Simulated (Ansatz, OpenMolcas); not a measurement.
## Heat of formation of C2H3FO (acetyl fluoride) from total energies

C2H3FO has 7 atoms, charge 0, and is taken as a singlet. As SMILES, `CC(=O)F`. Geometry: relaxed at PBE0-D4/def2-TZVP.

Total energies at PBE0/aug-cc-pVDZ (OpenMolcas 26.06); the atoms run unrestricted:

```
species    state  energy (Eh)
 C2H3FO  singlet  -252.864556
      C  triplet   -37.800771
      O  triplet   -75.000224
      F  doublet   -99.646402
      H  doublet    -0.500651
```

Harmonic wavenumbers at PBE0-D4/def2-TZVP, in cm⁻¹: 127, 417, 577, 609, 862, 1009, 1066, 1219, 1396, 1458, 1466, 1940, 3075, 3146, 3195.

Measured heats of formation of the gaseous atoms at 298.15 K, in kJ/mol: C 716.9, O 249.2, F 79.4, H 218.0. Spin-orbit lowering of the atoms at 298 K (mean of the ground term's levels less their thermal mean, from spectra), in kJ/mol: C 0.02, O 0.40, F 1.29. Take 1 Eh = 2625.50 kJ/mol, 1 cm⁻¹ = 0.0119627 kJ/mol, RT = 2.479 kJ/mol.

Question: Work out the heat of formation of the gas at 298 K.

Answer: 
1. Electronic atomisation energy: 2 × (-37.800771) + (-75.000224) + (-99.646402) + 3 × (-0.500651) − (-252.864556) = 1.114435 Eh = 2925.9 kJ/mol.
2. Zero-point energy: half the sum of the wavenumbers, 10781 cm⁻¹ = 129.0 kJ/mol.
3. Thermal vibrational enthalpy, Σ hcν̃/(exp(hcν̃/kT) − 1): 3.9 kJ/mol. Translation, rotation and pV of a non-linear molecule: 4 RT = 9.9 kJ/mol.
4. The 7 free atoms carry 5/2 RT each: 43.4 kJ/mol.
5. Spin-orbit coupling lowers the free atoms by 2 × 0.02 + 0.40 + 1.29 = 1.7 kJ/mol.
6. Atomisation enthalpy at 298 K: 2925.9 − 1.7 − 129.0 − 3.9 − 9.9 + 43.4 = 2824.8 kJ/mol.
7. Sum of the atoms' heats of formation: 2416.4 kJ/mol. Heat of formation: 2416.4 − 2824.8 = -408.4 kJ/mol.

The tabulated value is -442.1 kJ/mol (CRC Handbook of Chemistry and Physics), so this level is off by +33.7 kJ/mol, or 1.2 % of the atomisation enthalpy. Anharmonicity and any spin-orbit splitting of the molecule are left out.
